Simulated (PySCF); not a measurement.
## The first ionisation energy along the second row

Calculated with PySCF 2.14 from differences of total energies of unrestricted determinants, without spin-orbit coupling. Values in eV. The last column holds reference values (NIST; (s) semi-empirical, (t) theoretical, else measured). Unmarked ones compare directly (S terms, centres of terms, or small fine structure); those marked * lie between the lowest fine-structure levels and include a spin-orbit shift.

| element | configurations | MP2 (valence and next inner shell) | MP2 (valence) | SCS-MP2 (valence) | CCSD (valence) | LDA | r2SCAN | reference |
| --- | --- | --- | --- | --- | --- | --- | --- | --- |
| Li (aug-cc-pCVTZ, non-relativistic) | [He] 2s1 → 1s2 | 5.374 | n/a | n/a | n/a | 5.472 | 5.388 | 5.392 |
| B (aug-cc-pwCVTZ, non-relativistic) | [He] 2s2 2p1 → [He] 2s2 | 8.291 | 8.267 | 8.233 | 8.177 | 8.640 | 8.760 | 8.297 |
| C (aug-cc-pwCVTZ, non-relativistic) | [He] 2s2 2p2 → [He] 2s2 2p1 | 11.279 | 11.255 | 11.121 | 11.156 | 11.688 | 11.665 | 11.262 |
| N (aug-cc-pwCVTZ, non-relativistic) | [He] 2s2 2p3 → [He] 2s2 2p2 | 14.613 | 14.590 | 14.327 | 14.448 | 15.008 | 14.805 | 14.545 |
| O (aug-cc-pwCVTZ, non-relativistic) | [He] 2s2 2p4 → [He] 2s2 2p3 | 13.364 | 13.349 | 13.458 | 13.381 | 14.009 | 13.721 | 13.608 |
| F (aug-cc-pwCVTZ, non-relativistic) | [He] 2s2 2p5 → [He] 2s2 2p4 | 17.337 | 17.321 | 17.312 | 17.210 | 17.973 | 17.561 | 17.427 |
| Ne (aug-cc-pwCVTZ, non-relativistic) | [Ne] → [He] 2s2 2p5 | 21.686 | 21.670 | 21.522 | 21.393 | 22.213 | 21.511 | 21.597 |

**Question.** Fill in the row of Be (aug-cc-pCVTZ, non-relativistic) ([He] 2s2 → [He] 2s1).

**Answer.** MP2 (valence and next inner shell) 8.855; MP2 (valence) 8.825; SCS-MP2 (valence) 8.982; CCSD (valence) 9.289; LDA 9.026; r2SCAN 8.792; reference 9.323 (eV).

"Valence" correlates the outer s and p shells and, in groups 3 to 12 and the f block, the outer d or f shell, open or full, or the next shell where the ion has no valence electron left; the wider scheme adds the next inner shell.
